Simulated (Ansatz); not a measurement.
singlet MgS: levels of theory in one basis

```xyz
2

Mg    0.0000    0.0000    0.0000
S     0.0000    0.0000    2.2502
```

Basis set: def2-SVP (spherical functions). Left uncorrelated: 6 orbitals. Charge 0, multiplicity 1.

Computed with Ansatz (development build ahead of 0.2.0); each method stands on the lowest determinant of its kind that the runs found.

| method | E − E(RHF) (eV) | <S²> of the determinant |
| --- | --- | --- |
| RHF | 0.00 | – |
| UHF | -1.09 | 1.01 |
| RHF-MP2 | -4.53 | – |
| UHF-MP2 | -4.30 | 1.01 |
| RHF-CCSD(T) | -5.19 | – |
| UHF-CCSD(T) | -4.91 | 1.01 |

(1) What does RHF-CCSDT(Q) give on the same scale?

(2) Is a single determinant a sound starting point here?

Answers

(1) -5.25 eV.

(2) It is doubtful. Unrestricted orbitals lower Hartree–Fock by 1.09 eV and <S²> is 1.01 where a pure state has 0.00, a sign of strong static correlation.

Caution for RHF, RHF-MP2, RHF-CCSD(T), RHF-CCSDT(Q): an unrestricted determinant lies well below. Caution for UHF, UHF-MP2, UHF-CCSD(T): the unrestricted determinant is a mixture of spin states. Caution for UHF-MP2, UHF-CCSD(T): a plain start can end on a higher determinant; another reference gives a lower total.
